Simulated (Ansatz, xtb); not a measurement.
# Relative energy of two structures of C2H2N−

We compare I, a singlet given by its coordinates, with II, `C=C=[N-]`, a singlet. Both are isolated ions in the gas phase, relaxed with B3LYP-D3(BJ)/def2-SVPD.

I (Å):

```json
{"atom": "C", "x (Å)": "-1.2904", "y (Å)": "1.9397", "z (Å)": "0.2789"}
{"atom": "C", "x (Å)": "-0.9687", "y (Å)": "1.4233", "z (Å)": "-0.8456"}
{"atom": "N", "x (Å)": "-0.5376", "y (Å)": "1.0508", "z (Å)": "-1.9991"}
{"atom": "H", "x (Å)": "-2.2601", "y (Å)": "1.8381", "z (Å)": "0.7683"}
{"atom": "H", "x (Å)": "-0.0876", "y (Å)": "0.1325", "z (Å)": "-1.9544"}
```

Close contacts (Å): C1–C2 1.28, C2–N3 1.29, C1–H4 1.09, N3–H5 1.02.

II (Å):

```xyz
5

C    -1.6412    1.2873   -0.8807
C    -0.2849    1.0225   -0.6982
N     0.8587    0.7426   -0.5682
H    -1.8916    2.0407   -1.6370
H    -2.2520    1.3419    0.0282
```

Problem. Estimate which is lower in electronic energy at CCSD(T)/def2-TZVPPD, and by roughly how much.

Solution. The CCSD(T)/def2-TZVPPD calculation puts structure II lower, by 1.250 eV.

How the difference moves with the method:

| level | geometry | E(II) − E(I) (eV) | departure from the last row (eV) | job, with rough time for the two |
| --- | --- | --- | --- | --- |
| GFN2-xTB | GFN2-xTB | −1.030 | +0.220 | optimisation, 0.26 s |
| HF/STO-3G | GFN2-xTB | −2.218 | −0.967 | single point, 0.33 s |
| r2SCAN-D4/def2-SVPD | GFN2-xTB | −1.205 | +0.045 | single point, 3.7 s |
| B3LYP-D3(BJ)/def2-SVPD | B3LYP-D3(BJ)/def2-SVPD | −1.158 | +0.092 | optimisation, 42 s |
| HF/def2-TZVPPD | B3LYP-D3(BJ)/def2-SVPD | −1.440 | −0.190 | part of the CCSD(T) run |
| MP2/def2-TZVPPD | B3LYP-D3(BJ)/def2-SVPD | −1.292 | −0.042 | part of the CCSD(T) run |
| CCSD(T)/def2-TZVPPD | B3LYP-D3(BJ)/def2-SVPD | −1.250 |  | single point, 64 s |

None of the levels shown reverses the order. The largest departure from CCSD(T)/def2-TZVPPD is that of HF/STO-3G, 0.967 eV.

With harmonic frequencies from B3LYP-D3(BJ)/def2-SVPD (ideal gas, rigid rotor, one conformer each, 298.15 K, 1 atm): the zero-point term adds +0.001 eV; ΔH is −1.247 and ΔG −1.255 eV.

The correlated steps freeze 3 core orbitals. Mirror images aren't counted in ΔG. Run with Ansatz 0.2.0, xtb 6.7.1; the last row on 1 thread of Intel(R) Xeon(R) Processor @ 2.50GHz (Skylake/Cascade Lake) on a shared host.
